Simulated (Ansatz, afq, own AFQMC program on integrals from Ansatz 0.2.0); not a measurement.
SiCl$_{2}$, singlet: AFQMC among the cluster methods

```yaml
atoms:
  - { symbol: Cl, position_ang: [0.2952, 1.6158, 0.3401] }
  - { symbol: Si, position_ang: [-0.7742, -0.0105, -0.4243] }
  - { symbol: Cl, position_ang: [0.4791, -1.6053, 0.0842] }
```

Connectivity, by distances: Cl–Si–Cl.

Basis def2-TZVP. Only valence electrons are correlated. Integrals, coupled cluster, full CI and functionals: Ansatz 0.2.0; the random walks run on the same integrals in our own AFQMC program. The CISD trial takes its coefficients from CCSD amplitudes. Released means that phaseless walkers are propagated on without the constraint, phases kept. Error bars are statistical, one sigma.

Determinant: UHF, the one that the program's search chose, which needn't be the lowest solution. The geometry is a PBE0/def2-SVP stationary point of this or a neighbouring charge and spin state.

No full CI on the walks' own integrals is used here; CCSDT(Q) serves as the reference and is uncertain by about the last step of the cluster series.

Cautions: the determinant is a saddle point among determinants of its kind; the released energies move by 1.5 errors or more from one time to the next, so no released level is given (meV from the phaseless value at times in 1/Eh: -26 ± 9 at 0.24, -29 ± 9 at 0.51, -26 ± 11 at 0.99, -51 ± 12 at 1.50), though the last usable value meets CCSDT(Q) within the noise.

```
T1 diagnostic                               : 0.0129
weight of the determinant in the CISD state : 0.803
⟨S²⟩ of the determinant                     : 0.000
size of the correlated space                : 18 electrons in 96 orbitals
```

```
  level  correlation energy (eV)
    MP2                 -12.6397
   CCSD                 -13.7611
CCSD(T)                 -14.4075
```

Problem. Estimate where phaseless AFQMC with the Hartree–Fock trial lies against CCSD(T) on the same integrals.

Solution. 194.2 ± 38.8 meV below CCSD(T).

Reference: CCSDT(Q), correlation energy -14.480 eV.

```
        level  E − E(reference) (meV)  share of correlation (%)
      CCSD(T)                    72.3                     99.50
        CCSDT                    36.6                     99.75
  ph-AFQMC/HF           -122.0 ± 38.8                    100.84
ph-AFQMC/CISD              29.1 ± 7.6                     99.80
```

A walk keeps the symmetry of its determinant, which the program's search chose and which needn't be the lowest solution, so a lower state of the same spin and another symmetry isn't excluded.
